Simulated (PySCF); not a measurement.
**Core-level binding energies of `CC[S@@](C)=O`**

Species: C₃H₈OS.
Atom-mapped SMILES: `[CH3:1][CH2:2][S@@:3]([CH3:4])=[O:5]`

Method used: PySCF, delta-SCF UKS SCAN, pcX-2 on the ionised atom, pcseg-1 elsewhere, spin-free X2C. Each binding energy is the total energy of the core-ionised species, with the hole localised on one atom, minus that of the ground state; both are solved self-consistently, so orbital relaxation is included.

Problem. Give the core binding energies atom by atom.

Solution. 
| atom(s) | bonded to | level | binding energy (eV) | above the level's lowest (eV) | count |
| --- | --- | --- | --- | --- | --- |
| S3 | O (double bond) and 2 C | S 1s | 2479.81 | 0.00 | 1 |
| O5 | S (double bond) | O 1s | 536.43 | 0.00 | 1 |
| C4 | S and 3 H | C 1s | 290.97 | +0.12 | 1 |
| C2 | S, C and 2 H | C 1s | 290.95 | +0.10 | 1 |
| C1 | C and 3 H | C 1s | 290.85 | 0.00 | 1 |

The 3 C 1s values lie within 0.12 eV of each other; Gaussian lines of 0.5 eV full width would blend them into one maximum.

Problem. Which photon wavelength matches the S 1s of S3 threshold?

Solution. λ = hc/E = 12398.42 eV Å / 2479.81 eV = 5.000 Å.

Not every level is listed. Geometry: GFN2-xTB, one conformer, isolated molecule.

Shape of the structure used: `[CH3:1][CH2:2][S@@:3]([CH3:4])=[O:5]`: C1–C2–S3–C4 -172°.
